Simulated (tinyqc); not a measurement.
Worked calculation: coupled-perturbed Hartree-Fock on RHF in the sto-6g basis, for OH-, spin multiplicity 1. The basis has no diffuse functions, so it cannot describe the extra electron: this is an exercise in the method, not the real anion. One step of it, computed by the program tinyqc.

Task: Coupled step 2. U_ai = -(mu_ai + sum_bj [4 (ai|bj) - (ab|ij) - (aj|bi)] U_bj) / (e_a - e_i); alpha = -4 sum U_ai mu_ai.

U after step 1:
```
           i1         i2        i3        i4        i5
a6  -0.000771  -0.017633  1.128927  0.000000  0.000000
```

dipole integrals <a|z|i> (bohr):
```
          i1         i2         i3        i4        i5
a6  0.055350  -0.045062  -1.083710  0.000000  0.000000
```

orbital energies (hartree): MO1 -19.677684, MO2 -0.590460, MO3 0.067069, MO4 0.226775, MO5 0.226775, MO6 1.139864

Two-electron integrals over orbitals (pq|rs), unique and non-zero (hartree):
```
(11|11) 4.762358    (21|11) -0.444751   (21|21) 0.066600    (22|11) 1.037240
(22|21) -0.017391   (22|22) 0.728084    (31|11) 0.188442    (31|21) -0.027605
(31|22) 0.011112    (31|31) 0.020471    (32|11) -0.197152   (32|21) 0.008639
(32|22) -0.042327   (32|31) 0.010139    (32|32) 0.143928    (33|11) 0.787018
(33|21) -0.007734   (33|22) 0.622541    (33|31) -0.001984   (33|32) -0.010088
(33|33) 0.643889    (41|41) 0.026699    (42|41) 0.033354    (42|42) 0.151398
(43|41) -0.012932   (43|42) -0.049649   (43|43) 0.040542    (44|11) 1.117081
(44|21) -0.011984   (44|22) 0.757282    (44|31) 0.004858    (44|32) -0.102878
(44|33) 0.611466    (44|44) 0.880663    (51|51) 0.026699    (52|51) 0.033354
(52|52) 0.151398    (53|51) -0.012932   (53|52) -0.049649   (53|53) 0.040542
(54|54) 0.047461    (55|11) 1.117081    (55|21) -0.011984   (55|22) 0.757282
(55|31) 0.004858    (55|32) -0.102878   (55|33) 0.611466    (55|44) 0.785741
(55|55) 0.880663    (61|11) -0.151975   (61|21) 0.024246    (61|22) -0.000516
(61|31) 0.003697    (61|32) 0.022849    (61|33) -0.010315   (61|44) -0.003794
(61|55) -0.003794   (61|61) 0.029814    (62|11) 0.207159    (62|21) -0.005094
(62|22) 0.103540    (62|31) 0.017262    (62|32) 0.031194    (62|33) 0.005486
(62|44) 0.108446    (62|55) 0.108446    (62|61) 0.020248    (62|62) 0.108713
(63|11) 0.283573    (63|21) -0.003934   (63|22) 0.118353    (63|31) -0.003864
(63|32) -0.119920   (63|33) 0.037313    (63|44) 0.160959    (63|55) 0.160959
(63|61) -0.009712   (63|62) 0.035880    (63|63) 0.170656    (64|41) 0.009621
(64|42) 0.038565    (64|43) 0.010209    (64|64) 0.038165    (65|51) 0.009621
(65|52) 0.038565    (65|53) 0.010209    (65|65) 0.038165    (66|11) 0.946285
(66|21) -0.010822   (66|22) 0.679521    (66|31) 0.013868    (66|32) 0.023528
(66|33) 0.640364    (66|44) 0.666464    (66|55) 0.666464    (66|61) 0.010235
(66|62) 0.086888    (66|63) 0.048377    (66|66) 0.719966
```

Give: U after step 2; polarisability.

Result:

U after step 2:
```
         i1       i2      i3      i4      i5
a6  -0.0003  -0.0324  1.1466  0.0000  0.0000
```

polarisability = 4.9647 bohr^3
